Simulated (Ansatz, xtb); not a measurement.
**CH4NOS−: where a starting geometry ends**

The starting geometry of this gas-phase singlet was built from a drawn formula by distance geometry and a force field; its bonds are those of `[O-]NCS`.

```xyz
8

C     1.0021   -0.4909   -1.0321
N    -0.1295    0.4428   -1.1560
O    -1.3531   -0.3094   -1.0314
S     1.2898   -1.3552   -2.6395
H    -0.1800    0.9665   -0.3099
H     0.8461   -1.2181   -0.2616
H     1.8783    0.0564   -0.8449
H    -0.0430   -1.4010   -2.8598
```

Q: Predict what it relaxes into with r2SCAN-D4/def2-SVPD.

A: It rearranges to `ONC[S-]`. Contacts that open: S4–H8 (1.35 → 2.21 Å). Contacts that close: O3–H8 (2.50 → 1.00 Å).

The energy falls by 1.32 eV over 14 steps:

| step | E − E(last) (eV) |
| --- | --- |
| 1 | 1.320 |
| 2 | 1.091 |
| 4 | 0.837 |
| 5 | 0.623 |
| 7 | 0.179 |
| 8 | 0.059 |
| 10 | 0.000 |
| 11 | 0.000 |
| 13 | 0.000 |
| 14 | 0.000 |

Final geometry (Å):

```xyz
8

C     1.1330   -0.5002   -1.0762
N    -0.0300    0.4007   -1.2270
O    -1.1663   -0.4256   -1.6015
S     1.4325   -1.4428   -2.6047
H    -0.3057    0.6911   -0.2838
H     0.9760   -1.2040   -0.2285
H     1.9825    0.1628   -0.8282
H    -0.7113   -0.9908   -2.2850
```

From the same start GFN2-xTB reaches the same bonding as this run.

No frequencies were run, so the end isn't proven a minimum. Run with Ansatz 0.2.0, 41 s on 2 threads of Arm Neoverse V1 (shared host).
